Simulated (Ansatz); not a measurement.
# CH4N2S: the cost of one run

Program: Ansatz 0.2.0. Level of theory: RKS B3LYP/cc-pVDZ. These are calculated values, not measurements.

### 1 The system as given

Bond lengths: N1–C2 1.349 Å, C2–N3 1.349 Å, C2–S4 1.648 Å, N1–H5 1.004 Å, N1–H6 1.005 Å, N3–H7 1.004 Å, N3–H8 1.005 Å. Angles: N1–C2–N3 117.4°, N1–C2–S4 121.3°, N3–C2–S4 121.3°, C2–N1–H5 117.9°, C2–N1–H6 122.6°, H5–N1–H6 119.4°, C2–N3–H7 117.9°, C2–N3–H8 122.6°, H7–N3–H8 119.4°.

Coordinates:

```xyz
8

N     0.0942    1.1241   -0.3514
C    -0.1992   -0.1928   -0.3446
N     0.1349   -0.8979    0.7561
S    -0.9347   -0.9127   -1.6322
H    -0.1230    1.6497   -1.1786
H     0.5753    1.5751    0.4073
H    -0.1041   -1.8726    0.7800
H     0.5566   -0.4730    1.5635
```

### 2 End point A

Input file input.yaml:

```yaml
crystal:
  periodic: [false, false, false]
  atoms:
    - { symbol: "N", position_ang: [0.09417, 1.12409, -0.35137] }
    - { symbol: C, position_ang: [-0.19919, -0.19284, -0.34463] }
    - { symbol: "N", position_ang: [0.13487, -0.89794, 0.75606] }
    - { symbol: S, position_ang: [-0.93468, -0.91267, -1.63216] }
    - { symbol: H, position_ang: [-0.12299, 1.64974, -1.17865] }
    - { symbol: H, position_ang: [0.57526, 1.57514, 0.4073] }
    - { symbol: H, position_ang: [-0.10407, -1.87256, 0.78001] }
    - { symbol: H, position_ang: [0.55663, -0.47297, 1.56345] }
basis:
  gaussian: { orbitals: cc-pVDZ }
hamiltonian:
  xc: b3lyp
relax:
  f_tol: 0.015
  max_steps: 40
output:
  orbitals: {}
```

Launch:

```
$ ansatz run input.yaml --threads 1 --pin off --max-ram 2048MiB --backend cpu --events-out ev --progress --plain --runs-dir out
```

Q: Estimate wall time and peak memory on 1 thread of Arm Neoverse V1, shared host.

About 28 s, with a peak of 0.15 GiB.
